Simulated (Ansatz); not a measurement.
**Al2H (quartet): wave-function methods side by side, def2-QZVPP**

One table from this session's results is given with a row withheld; the runs are named, their logs left out.

The runs use Ansatz 0.2.0, Gaussian basis; def2-QZVPP, core rule «outside noble gas», up to 10 orbitals frozen.

The runs, in order: UHF; ROHF; CCSD(T) on UHF.

## The geometry

The geometry is a PBE0/def2-TZVP stationary point (not a proven minimum).

3 atoms, charge 0, spin multiplicity 4.

Atoms are counted from 1 here; the program's logs count them from 0.

Bond lengths: Al1–Al2 2.360 Å, Al1–H3 1.583 Å. Angles: Al2–Al1–H3 180.0°.

The first run:

File in.yaml:

```yaml
crystal:
  periodic: [false, false, false]
  atoms:
    - {symbol: Al, position_ang: [0.000000, 0.000000, 0.259056]}
    - {symbol: Al, position_ang: [0.000000, 0.000000, -2.101360]}
    - {symbol: H, position_ang: [0.000000, 0.000000, 1.842303]}
basis:
  gaussian: {orbitals: "def2-QZVPP.json"}
magnetization: {spin_polarized: true, initial_magnetization: 3}
hamiltonian: {xc: hf}
output: {orbitals: {seedname: orbitals}}
```

On the command line:

```
$ ansatz run in.yaml --threads 1 --pin off --events-out ev --progress --plain --max-ram 2393MiB
```

Among the steps run: UHF; ROHF; CCSD(T) on UHF.

One of the session's tables, all rows but one given; the rest of the session is left out.

```
  method  from UCCSD(T) (meV)
    ROHF              +3912.4
     UHF              +3829.1
    UMP2               +827.8
   UCCSD                    ?
UCCSD(T)                    0
```

Q: Estimate the row for UCCSD from the others.

As computed: from UCCSD(T) (meV): +206.7. In the column «from UCCSD(T) (meV)» it lies between UCCSD(T) (0) and UMP2 (+827.8).
